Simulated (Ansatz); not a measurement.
Relaxation of C2H5O (8 atoms, charge 0, multiplicity 2), to a largest force component of 0.015 eV/Å in at most 40 steps.

The calculation used UKS PBE/def2-SVP in Ansatz.

```xyz
8
Properties=species:S:1:pos:R:3:forces:R:3
C -0.451 0.598 -0.266 0.39 -0.40 0.20
C 0.427 -0.543 0.246 -1.18 0.19 -0.39
O 1.667 -0.271 0.560 1.49 0.27 0.39
H -1.454 0.243 -0.486 -0.72 -0.17 -0.18
H -0.015 1.024 -1.167 0.24 0.28 -0.61
H -0.504 1.387 0.481 -0.09 0.52 0.48
H 0.406 -1.394 -0.486 0.01 -0.41 -0.20
H -0.075 -1.043 1.117 -0.14 -0.29 0.30
```

Problem. Where does it end, and by what steps?

Solution. The run converged. After 5 steps the energy has fallen by 0.059 eV; H4 moved furthest, 0.03 Å.

| step | energy less start (eV) | largest force component (eV/Å) | accepted |
| --- | --- | --- | --- |
| 0 | 0.0000 | 1.489 | yes |
| 1 | -0.0509 | 0.611 | yes |
| 2 | -0.0582 | 0.227 | yes |
| 3 | -0.0587 | 0.100 | yes |
| 4 | -0.0591 | 0.029 | yes |
| 5 | -0.0592 | 0.008 | yes |

```xyz
8
Properties=species:S:1:pos:R:3
C -0.452 0.601 -0.267
C 0.417 -0.550 0.245
O 1.693 -0.270 0.566
H -1.482 0.259 -0.499
H -0.012 1.037 -1.186
H -0.514 1.405 0.493
H 0.416 -1.418 -0.484
H -0.067 -1.063 1.133
```

Time of the run: 20 s on 1 thread of Arm Neoverse V1, with other jobs on the host, peak memory 0.13 GiB.
